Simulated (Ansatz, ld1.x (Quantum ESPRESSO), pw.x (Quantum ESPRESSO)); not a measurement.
pw.x on fcc Cl: one setting changed

Potential: norm-conserving RRKJ (Kleinman–Bylander form), ld1.x (Quantum ESPRESSO) 7.5, LDA (PW92); core [Ne], reference 3s2 3p5; waves: 3s (bound): rc 1.35 bohr; 3p (bound): rc 2.16 bohr; 3d channel at 0.05 Ry: rc 1.55 bohr; local part: all-electron potential smoothed inside 1.50 bohr (lloc = -1); core correction: none; rho0 0.005.

The reference run (k-mesh 14³, cutoffs 110/440 Ry, Fermi–Dirac 0.01 Ry, mixing_beta 0.4, conv_thr 1e-9, no spin) gives -0.18 GPa at 18.303 Å³/atom, where all-electron LAPW gives -0.04 GPa. This run, with its own iteration cap, changes k-mesh points per axis to 4.

```
&control
  calculation='scf', prefix='x', pseudo_dir='./', outdir='./tmp', tstress=.true., disk_io='none'
/
&system
  ibrav=0, nat=1, ntyp=1, ecutwfc=110, ecutrho=440, nbnd=11,
  occupations='smearing', smearing='fd', degauss=0.01
/
&electrons
  conv_thr=1e-09, mixing_beta=0.4, electron_maxstep=70
/
ATOMIC_SPECIES
Cl 1.0 Cl.UPF
CELL_PARAMETERS angstrom
  0.00000000 2.09169052 2.09169052
  2.09169052 0.00000000 2.09169052
  2.09169052 2.09169052 0.00000000
ATOMIC_POSITIONS crystal
Cl 0.0000 0.0000 0.0000
K_POINTS automatic
4 4 4 0 0 0
```

```bash
pw.x < Cl.scf.in > Cl.scf.out
```

**Question.** How does the run end?

**Answer.** It converges in 5 iterations; the free energy moves by -108.9 meV/atom and the pressure by -1.14 GPa.

```
Message from routine setup:
     using ibrav=0 with symmetry is DISCOURAGED, use correct ibrav instead
     lattice parameter (alat)  =       5.5900  a.u.
     unit-cell volume          =     123.5148 (a.u.)^3
     number of electrons       =         7.00
     number of Kohn-Sham states=           11
     kinetic-energy cutoff     =     110.0000  Ry
     charge density cutoff     =     440.0000  Ry
     scf convergence threshold =      1.0E-09
     Exchange-correlation= PW
     number of k points=     8  Fermi-Dirac smearing, width (Ry)=  0.0100
     iteration #  1     ecut=   110.00 Ry     beta= 0.40
     total energy              =     -29.94622482 Ry
     estimated scf accuracy    <       0.00035228 Ry
     iteration #  2     ecut=   110.00 Ry     beta= 0.40
     total energy              =     -29.94623014 Ry
     estimated scf accuracy    <       0.00005427 Ry
     iteration #  3     ecut=   110.00 Ry     beta= 0.40
     total energy              =     -29.94623918 Ry
     estimated scf accuracy    <       0.00000177 Ry
     iteration #  4     ecut=   110.00 Ry     beta= 0.40
     total energy              =     -29.94623928 Ry
     estimated scf accuracy    <          6.4E-09 Ry
     iteration #  5     ecut=   110.00 Ry     beta= 0.40
     the Fermi energy is     5.1964 ev
!    total energy              =     -29.94623928 Ry
     estimated scf accuracy    <          1.4E-10 Ry
     smearing contrib. (-TS)   =      -0.00547546 Ry
     The total energy is F=E-TS. E is the sum of the following terms:
     one-electron contribution =       1.22425696 Ry
     hartree contribution      =       2.89279149 Ry
     xc contribution           =      -5.63964511 Ry
     ewald contribution        =     -28.41816717 Ry
     convergence has been achieved in   5 iterations
          total   stress  (Ry/bohr**3)                   (kbar)     P=      -13.20
     Message from routine punch:
     Nothing written, as per user request (disk_io='none')
```

The run took about 2 s on one core of a shared host (Neoverse-V2, 96 threads, 742 GiB, load 35).
